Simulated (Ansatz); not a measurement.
# C₂H₆S (singlet): wave-function methods side by side, 6-31G

An exercise on one series of results from a longer session: the logs are not shown, and one member is left open.

Method: 6-31G, core rule «outside noble gas», up to 7 orbitals frozen; program: Ansatz 0.2.0, Gaussian basis.

The runs, in order: UHF; CCSD(T) on RHF; BCCD(T) on RHF; CISD; CCSDT(Q) on RHF; CASSCF and MRCISD+Q, 8 electrons in 8 orbitals; CASSCF and NEVPT2, 8 electrons in 8 orbitals.

18 further runs of the same task are left out: 1 that didn't finish, 17 set aside as unsound or not needed.

## What is computed

The geometry is an MP2(full)/6-31G* stationary point (not a proven minimum).

9 atoms, charge 0, spin multiplicity 1.

Atoms are counted from 1 here; the program's logs count them from 0.

Bond lengths: C1–S2 1.804 Å, C1–H4 1.091 Å, C1–H5 1.092 Å, C1–H6 1.092 Å, S2–C3 1.804 Å, C3–H7 1.091 Å, C3–H8 1.092 Å, C3–H9 1.092 Å. Angles: S2–C1–H4 107.7°, S2–C1–H5 111.3°, S2–C1–H6 111.3°, H4–C1–H5 108.6°, H4–C1–H6 108.6°, H5–C1–H6 109.4°, C1–S2–C3 98.5°, S2–C3–H7 107.7°, S2–C3–H8 111.3°, S2–C3–H9 111.3°, H7–C3–H8 108.6°, H7–C3–H9 108.6°, H8–C3–H9 109.4°.

As a file:

| atom | x (Å) | y (Å) | z (Å) |
| --- | --- | --- | --- |
| C1 | 0.0000 | 1.3667 | -0.5855 |
| S2 | 0.0000 | 0.0000 | 0.5925 |
| C3 | 0.0000 | -1.3667 | -0.5855 |
| H4 | 0.0000 | 2.2967 | -0.0145 |
| H5 | 0.8916 | 1.3457 | -1.2164 |
| H6 | -0.8916 | 1.3457 | -1.2164 |
| H7 | 0.0000 | -2.2967 | -0.0145 |
| H8 | -0.8916 | -1.3457 | -1.2164 |
| H9 | 0.8916 | -1.3457 | -1.2164 |

The first run:

Contents of in.yaml:

```yaml
crystal:
  periodic: [false, false, false]
  atoms:
    - {symbol: C, position_ang: [0.000000, 1.366668, -0.585502]}
    - {symbol: S, position_ang: [0.000000, 0.000000, 0.592484]}
    - {symbol: C, position_ang: [0.000000, -1.366668, -0.585502]}
    - {symbol: H, position_ang: [0.000000, 2.296687, -0.014505]}
    - {symbol: H, position_ang: [0.891644, 1.345680, -1.216385]}
    - {symbol: H, position_ang: [-0.891644, 1.345680, -1.216385]}
    - {symbol: H, position_ang: [0.000000, -2.296687, -0.014505]}
    - {symbol: H, position_ang: [-0.891644, -1.345680, -1.216385]}
    - {symbol: H, position_ang: [0.891644, -1.345680, -1.216385]}
basis:
  gaussian: {orbitals: 6-31G}
magnetization: {spin_polarized: true, initial_magnetization: 0}
hamiltonian: {xc: hf}
output: {orbitals: {seedname: orbitals}}
```

On the command line:

```sh
$ ansatz run in.yaml --threads 1 --pin off --events-out ev --progress --plain --max-ram 4096MiB --backend cpu
```

Among the steps run: UHF; CCSD(T) on RHF; BCCD(T) on RHF; CISD; CCSDT(Q) on RHF; CASSCF and MRCISD+Q, 8 electrons in 8 orbitals; CASSCF and NEVPT2, 8 electrons in 8 orbitals.

One table of the session follows, with a row left open; its other results are not shown here.

It belongs to the step «Misses and costs». 

| method | from RCCSDT(Q) (kJ/mol) |
| --- | --- |
| RHF | +747.3 |
| RMP2 | ? |
| CISD | +89.1 |
| RCCSD | +17.0 |
| RCCSD(T) | +2.4 |
| BCCD(T) | +2.3 |
| RCCSDT | +0.8 |
| RCCSDT(Q) | 0 |
| CASSCF frontier | +545.3 |
| NEVPT2 frontier | +96.7 |
| MRCISD frontier | +50.3 |
| MRCISD+Q frontier | +7.5 |

Estimate the missing values for RMP2.

The run gave: from RCCSDT(Q) (kJ/mol): +116.4. In the column «from RCCSDT(Q) (kJ/mol)» it lies between NEVPT2 frontier (+96.7) and CASSCF frontier (+545.3).

With the free atoms at the same levels and basis (separate runs), the atomisation energy is 28.158 eV at RCCSDT(Q), 28.142 eV at RCCSD(T), 23.081 eV at RHF.
